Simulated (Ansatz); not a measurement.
A made-up structure of CH₅AlSi, singlet:

C1  (0.448, -1.033, 0.322)
Al2  (0.093, 1.192, 0.901)
Si3  (-0.436, 0.298, -0.750)
H4  (-1.841, 0.096, -0.755)
H5  (0.000, 0.533, -2.081)
H6  (0.060, 2.599, 1.621)
H7  (1.396, -1.303, -0.068)
H8  (-0.099, -1.910, 0.559)
(Å)

It is relaxed with PBE-D4/def2-SVP and then PBE0-D4/def2-TZVP (Ansatz 0.2.0). Atoms count as bonded within 1.22 times the sum of their covalent radii (H–H: 0.88 Å). The end point is not checked to be a true minimum.

**Question.** Does its bonding change? (A judgement: the text doesn't fix the answer.)

**Answer.** Computed: No: no bond forms or breaks.

Where it ends: The first stage lowers the energy by 2.56 eV in 9 steps. It ends as CH₅AlSi ([CH2]1[AlH][SiH2]1):
```
8
angstrom
C 0.3346 -0.6760 0.3621
Al 0.1553 1.1769 0.9446
Si -0.6066 0.2395 -1.0445
H -2.0381 -0.1626 -1.1279
H -0.0018 0.2075 -2.4045
H 0.4902 2.1419 2.1513
H 1.3754 -0.8737 0.0734
H -0.0890 -1.5809 0.7959
```

Labels in which every atom is bracketed show which atoms are joined, not bond orders.

For scale, one of the runs: PBE0-D4/def2-TZVP relaxation, 135 basis functions, launched by `ansatz run in.yaml --threads 2 --pin off --events-out ev --progress --plain --max-ram 4352MiB`. The run took about 14 s on 2 CPU threads of an Arm Neoverse V1 (shared host).
